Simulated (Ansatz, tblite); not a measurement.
# The cluster ZrTe2: one state, many levels

How do method and basis change the picture of the cluster ZrTe2 (singlet)?

Method: as each input shows; program: Ansatz 0.2.0, Gaussian basis.

The runs, in order: GFN1-xTB, GFN2-xTB, PBE-D4/def2-TZVP, r2SCAN-D4/def2-TZVP, LDA/def2-TZVP, r2SCAN0-D4/def2-TZVP, HSE06-D4/def2-TZVP, ωB97M-V/def2-TZVP, r2SCANh-D4/def2-TZVP, PBE+5HF/def2-TZVP, PBE+10HF/def2-TZVP, PBE+15HF/def2-TZVP, PBE+35HF/def2-TZVP, PBE+50HF/def2-TZVP, PBE-D4/def2-SVP, PBE0-D4/def2-SVP, PBE0-D4/def2-TZVPD, PBE-D4/def2-TZVPD, r2SCAN-D4/def2-TZVPD, CCSD(T)/def2-TZVPP, MP2/def2-TZVP, RPA/def2-TZVP.

3 further runs of the same task are left out: 3 set aside as unsound or not needed. Runs told in other sessions of the task aren't counted.

## 1. The relaxed structure

The geometry is that of the singlet, from an earlier relaxation (PBE-D4/def2-TZVP). At that level it is the lowest of the isomers that a small search found.

3 atoms, charge 0, spin multiplicity 1.

Bond lengths: Zr1–Te2 2.565 Å, Zr1–Te3 2.565 Å. Angles: Te2–Zr1–Te3 108.6°.

Geometry (Å):

```csv
atom,x (Å),y (Å),z (Å)
Zr1,0.1972,-0.4623,-0.8620
Te2,-1.6286,1.3016,-0.4930
Te3,1.4314,-0.8393,1.3550
```

Te, Zr take a core potential in the def2 sets. No spin-orbit coupling is included.

PBE0-D4/def2-TZVP was run before; its log isn't repeated, and its numbers join the tables.

## 2. GFN1-xTB

Tight binding, by tblite at 300 K electronic temperature and without a spin-polarisation term:

```python
tblite.interface.Calculator('GFN1-xTB', numbers, positions, charge=0, uhf=0).singlepoint()
```

Energy -240.8254 eV, HOMO -9.14 eV, LUMO -8.30 eV; 0.003 s.

## 3. GFN2-xTB

Tight binding, by tblite at 300 K electronic temperature and without a spin-polarisation term:

```python
tblite.interface.Calculator('GFN2-xTB', numbers, positions, charge=0, uhf=0).singlepoint()
```

Energy -208.9007 eV, HOMO -8.66 eV, LUMO -7.79 eV; 0.003 s.

## 4. PBE-D4/def2-TZVP

start.molden holds the orbitals of an earlier run on this state, given as this run's starting guess.

in.yaml reads:

```yaml
crystal:
  periodic: [false, false, false]
  atoms:
    - {symbol: Zr, position_ang: [0.197193, -0.462261, -0.862038]}
    - {symbol: Te, position_ang: [-1.628631, 1.301575, -0.492997]}
    - {symbol: Te, position_ang: [1.431438, -0.839314, 1.355035]}
basis:
  gaussian: {orbitals: def2-TZVP, initial_orbitals: start.molden}
hamiltonian: {xc: pbe, dispersion: d4}
scf: {omitted_lower_state_checks: [starts]}
output: {orbitals: {seedname: orbitals}}
```

On the command line:

```sh
> ansatz run in.yaml --threads 4 --pin off --events-out ev --progress --plain --max-ram 3916MiB
```

Further steps of the session: r2SCAN-D4/def2-TZVP; LDA/def2-TZVP; r2SCAN0-D4/def2-TZVP; HSE06-D4/def2-TZVP; ωB97M-V/def2-TZVP; r2SCANh-D4/def2-TZVP; PBE+5HF/def2-TZVP; PBE+10HF/def2-TZVP; PBE+15HF/def2-TZVP; PBE+35HF/def2-TZVP; PBE+50HF/def2-TZVP; PBE-D4/def2-SVP; PBE0-D4/def2-SVP; PBE0-D4/def2-TZVPD; PBE-D4/def2-TZVPD; r2SCAN-D4/def2-TZVPD; CCSD(T)/def2-TZVPP; MP2/def2-TZVP; RPA/def2-TZVP.

Before running them: what should the planned runs give, taken together? Wanted: gap in def2-TZVP, named functionals, smallest and largest; gap over the share of exact exchange; correlation energy, CCSD(T)/def2-TZVPP; correlation energy, MP2/def2-TZVP; binding an atom, functionals in def2-TZVP; PBE0 total energy, smallest basis above largest.

As calculated:

| quantity | value |
| --- | --- |
| gap in def2-TZVP, named functionals, smallest and largest | 0.72 eV (LDA), 5.71 eV (ωB97M-V) |
| gap over the share of exact exchange | 0.84 eV at 0, 4.03 eV at 0.5 |
| correlation energy, CCSD(T)/def2-TZVPP | -34.18 eV |
| correlation energy, MP2/def2-TZVP | -33.80 eV |
| binding an atom, functionals in def2-TZVP | 2.40 (ωB97M-V) to 3.42 eV (LDA) |
| PBE0 total energy, smallest basis above largest | 0.82 eV (def2-SVP, def2-TZVPD) |

In words: Over the named functionals in def2-TZVP the gap runs from 0.72 eV (LDA) to 5.71 eV (ωB97M-V); exact exchange widens it. Raising the share of exact exchange from 0 to 0.5 moves the HOMO by -1.72 eV and the LUMO by +1.46 eV. Notes on CCSD(T)/def2-TZVPP and its Hartree-Fock reference, which MP2 shares: restricted state is unstable towards broken spin symmetry.
